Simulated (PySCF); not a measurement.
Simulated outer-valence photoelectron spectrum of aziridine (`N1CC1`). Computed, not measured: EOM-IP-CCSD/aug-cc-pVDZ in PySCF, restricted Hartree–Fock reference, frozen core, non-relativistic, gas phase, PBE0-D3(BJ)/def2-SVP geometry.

Each root has a Gaussian of 0.4 eV full width with its one-hole share as area; cross sections and vibrations are left out, and the highest printed point is 100.

```tsv
ionisation energy (eV)	intensity
9.2	5
9.4	45
9.6	94
9.8	49
10.0	6
10.2	0
10.4	0
10.6	0
10.8	0
11.0	0
11.2	0
11.4	0
11.6	5
11.8	43
12.0	98
12.2	89
12.4	100
12.6	60
12.8	10
13.0	11
13.2	63
13.4	92
13.6	34
13.8	3
14.0	0
14.2	0
14.4	0
14.6	0
14.8	0
15.0	0
15.2	0
15.4	0
15.6	2
15.8	28
16.0	87
16.2	68
16.4	13
16.6	1
16.8	0
17.0	0
17.2	7
17.4	50
17.6	93
17.8	43
18.0	5
```

Task: Where are the maxima, and how many lines lie under the curve?

Result: 6 maxima, at 9.6, 12.0, 12.4, 13.4, 16.1 and 17.6 eV, from 6 lines.

Task: List the lines with their holes.

Result: 
```
E (eV)  leading hole (HF orbital)  area  Koopmans (eV)
  9.61                       HOMO  0.95          10.67
 12.02                     HOMO-1  0.96          12.90
 12.44                     HOMO-2  0.96          13.27
 13.36                     HOMO-3  0.96          14.19
 16.07                     HOMO-4  0.95          17.40
 17.59                     HOMO-5  0.94          19.03
```

The widest gap, 2.71 eV, lies between 13.36 and 16.07 eV. Only orbitals with −ε under 21 eV, eight at most, were ionised, so the high end of the curve may lack lines.
